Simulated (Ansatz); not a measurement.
**C2H6N radical: up Jacob's ladder to CCSD(T)**

One table from this session's results is given with a row withheld; the runs are named, their logs left out.

The runs use Ansatz 0.2.0, Gaussian basis; functionals in def2-TZVPP, the program's frozen cores in correlated methods.

Levels to be run: LDA (SPW92), PBE-D4, revPBE-D4, BLYP-D4, r2SCAN-D4, B97M-V, PBE0-D4, B3LYP-D4, r2SCANh-D4, r2SCAN0-D4, HSE06-D4, BHLYP-D4, CAM-B3LYP-D4, LC-ωPBE, ωB97X-V, ωB97M-V, B2PLYP, PBE-QIDH; CCSD(T)/def2-SVP; CCSD(T)/def2-TZVPP; MP2/def2-QZVPP; extrapolation to the limit; RPA on PBE.

## Structure used throughout

All runs share one geometry, relaxed beforehand with PBE0-D4 in a triple-zeta def2 set.

9 atoms, charge 0, spin multiplicity 2.

Atoms are counted from 1 here; the program's logs count them from 0.

Bond lengths: C1–N2 1.427 Å, C1–H4 1.102 Å, C1–H5 1.091 Å, C1–H6 1.102 Å, N2–C3 1.427 Å, C3–H7 1.102 Å, C3–H8 1.091 Å, C3–H9 1.102 Å. Angles: N2–C1–H4 111.2°, N2–C1–H5 110.8°, N2–C1–H6 111.2°, H4–C1–H5 108.7°, H4–C1–H6 106.1°, H5–C1–H6 108.7°, C1–N2–C3 111.8°, N2–C3–H7 111.1°, N2–C3–H8 110.8°, N2–C3–H9 111.3°, H7–C3–H8 108.7°, H7–C3–H9 106.1°, H8–C3–H9 108.8°.

As a file:

```xyz
9
charge 0, multiplicity 2
C    -0.23748    0.85713   -0.78071
N     0.44906   -0.38541   -0.63272
C     0.30609   -0.91533    0.68483
H    -1.31268    0.74654   -0.56776
H    -0.11930    1.24637   -1.79287
H     0.13882    1.60741   -0.06721
H    -0.75385   -1.08766    0.93081
H     0.84532   -1.85845    0.78310
H     0.68401   -0.21061    1.44251
```

The first run:

in.yaml

```yaml
crystal:
  periodic: [false, false, false]
  atoms:
    - {symbol: C, position_ang: [-0.237479, 0.857130, -0.780708]}
    - {symbol: N, position_ang: [0.449061, -0.385412, -0.632720]}
    - {symbol: C, position_ang: [0.306087, -0.915331, 0.684825]}
    - {symbol: H, position_ang: [-1.312678, 0.746542, -0.567755]}
    - {symbol: H, position_ang: [-0.119297, 1.246372, -1.792866]}
    - {symbol: H, position_ang: [0.138816, 1.607407, -0.067206]}
    - {symbol: H, position_ang: [-0.753853, -1.087656, 0.930809]}
    - {symbol: H, position_ang: [0.845322, -1.858453, 0.783100]}
    - {symbol: H, position_ang: [0.684010, -0.210609, 1.442510]}
basis:
  gaussian: {orbitals: def2-TZVPP}
magnetization: {spin_polarized: true, initial_magnetization: 1}
hamiltonian: {xc: lda}
output: {orbitals: {seedname: orbitals}}
```

Steps of the session up to this table: LDA; PBE-D4 (GGA); revPBE-D4 (GGA); BLYP-D4 (GGA); r2SCAN-D4 (meta-GGA); B97M-V (meta-GGA); PBE0-D4 (hybrid); B3LYP-D4 (hybrid); r2SCANh-D4 (hybrid); r2SCAN0-D4 (hybrid); HSE06-D4 (hybrid); BHLYP-D4 (hybrid); CAM-B3LYP-D4 (range-separated); LC-ωPBE-D4 (range-separated; the results give it without D4); ωB97X-V (range-separated); ωB97M-V (range-separated); B2PLYP (double hybrid); PBE-QIDH (double hybrid).

One of the session's tables, all rows but one given; the rest of the session is left out.

It belongs to the step «Orbital energies across the functionals». 

```
  functional  HOMO (eV)  LUMO (eV)  gap (eV)
 LDA (SPW92)      -5.44      -3.89      1.55
      PBE-D4      -5.53      -3.41      2.12
   revPBE-D4      -5.51      -3.29      2.22
     BLYP-D4          ?          ?         ?
   r2SCAN-D4      -5.97      -2.73      3.24
      B97M-V      -5.94      -2.92      3.02
     PBE0-D4      -7.15      -1.94      5.21
    B3LYP-D4      -6.84      -2.41      4.43
  r2SCANh-D4      -6.52      -2.21      4.30
  r2SCAN0-D4      -7.35      -1.45      5.90
    HSE06-D4      -6.74      -2.34      4.40
    BHLYP-D4      -8.58      -0.52      8.06
CAM-B3LYP-D4      -8.55      -0.82      7.72
     LC-ωPBE      -9.96       0.63     10.59
     ωB97X-V      -9.48       0.24      9.71
     ωB97M-V      -9.26       0.12      9.38
```

**Question.** Estimate the row for BLYP-D4.

Worked estimate for «HOMO (eV)». Against the share of exact exchange, B3LYP-D4 (0.2, -6.84), BHLYP-D4 (0.5, -8.58) give a slope of -5.80 per unit share; at 0 the line stands at -5.68.

The run gave: HOMO (eV): -5.41; LUMO (eV): -3.39; gap (eV): 2.02. In «HOMO (eV)» the line misses by -0.27.
